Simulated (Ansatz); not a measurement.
## BH2⁻, triplet: reading a ladder of total energies

Geometry: a point of a stretch scan, not a stationary point.

```xyz
3

B     0.0000   -0.0781   -0.0079
H     0.0000    0.3951   -0.9987
H     0.0000    0.4430    1.0832
```

Basis 6-31++G** (Cartesian d functions); Ansatz 0.2.0. Only valence electrons are correlated (noble-gas cores frozen), which leaves 6 electrons in 30 orbitals. Prefix R: restricted or restricted open-shell reference; prefix U: unrestricted.

Full CI is exact within this basis and frozen core; it isn't the basis-set limit. The frozen core follows each run's orbitals, which can shift R against U totals by a few meV.

Runs differ by some tens of microhartree through their thresholds and, for an open shell, their frozen cores, so steps under 0.1 kcal/mol mean nothing.

```
    level  total energy (hartree)
      UHF              -25.732165
     UMP2              -25.813347
    UCCSD              -25.831040
 UCCSD(T)              -25.833204
   UCCSDT              -25.833718
UCCSDT(Q)              -25.833783
  full CI              -25.833772
```

**Question.** What is the correlation energy at full CI, and what share of it do UMP2 and UCCSD recover?

**Answer.** E(corr) = -25.833772 − (-25.732165) = -0.101607 hartree = -2.765 eV. UMP2: -0.081182 / -0.101607 = 79.90 %. UCCSD: -0.098875 / -0.101607 = 97.31 %.

**Question.** By how many kcal/mol does UCCSD(T) miss full CI (1 hartree = 627.509 kcal/mol), and which steps make up the rest?

**Answer.** -25.833204 − (-25.833772) = 0.000568 hartree = 0.36 kcal/mol. Steps: UCCSDT − UCCSD(T) = -0.32, UCCSDT(Q) − UCCSDT = -0.04, full CI − UCCSDT(Q) = 0.01 kcal/mol. That is within 1 kcal/mol of the reference in this basis, which itself misses far more of the correlation at the basis-set limit.
